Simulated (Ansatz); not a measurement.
Cohesive energy (eV/atom) of solids drawn from the class of elemental solids other than molecular ones, at two levels: PBE (Ansatz, a first-principles code, PAW), and PBEsol in Ansatz (plane waves, PAW).

| solid | PBE | PBEsol | shift (eV/atom) |
|---|---|---|---|
| hcp Zn | 1.11 | 1.58 | +0.47 |
| fcc Rh | 5.73 | 6.68 | +0.95 |
| diamond-structure Ge | 3.73 | 4.15 | +0.42 |
| white tin (β-Sn) | 3.13 | 3.57 | +0.44 |
| bcc Mo | 6.31 | 7.12 | +0.81 |
| fcc Ag | 2.53 | 3.09 | +0.56 |
| fcc Ir | 7.34 | 8.39 | +1.05 |
| bcc Rb | 0.77 | 0.84 | +0.07 |
| bcc Cs | 0.71 | 0.78 | +0.07 |
| hcp Ti | 5.28 | 5.83 | +0.55 |

The shifts run from +0.07 eV/atom to +1.05 eV/atom, with a median of +0.51 eV/atom.

Over all 10 rows PBEsol is the larger in 10.

Ansatz's runs of these crystals have no spin polarisation.

Spin–orbit coupling is left out, also for the solids with elements from indium on (white tin (β-Sn), fcc Ir, bcc Cs); its size isn't shown.

Free atoms are spin-polarised, in the lowest state found; at levels without +SOC their spin–orbit coupling is left out. Each level is taken at its own relaxed cell. Ansatz's density-functional and Hartree–Fock values are scalar-relativistic unless marked +SOC, with PAW data made under PBE.
